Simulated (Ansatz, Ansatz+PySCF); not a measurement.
```xyz
4

C     0.0000    0.0000   -0.6526
C     0.0000    0.0000    0.6526
H     0.0000    0.0000   -1.8136
H     0.0000    0.0000    1.8136
```

RHF-MP2 on singlet C2H2 was run in several spherical basis sets with Ansatz (development build ahead of 0.2.0). Frozen core: 2 orbitals.

(1) Rank the basis sets by the total energy that they give, lowest first, with the distance from the lowest.
A. def2-SVP
B. def2-TZVP
C. cc-pVDZ
D. cc-pVTZ
E. 6-31G(d)

Answers

(1) D (0.00 eV), B (0.09 eV), C (1.89 eV), E (2.53 eV), A (3.67 eV).

Totals follow the description of the cores as much as that of the bonds, so this order isn't one of quality for chemistry.
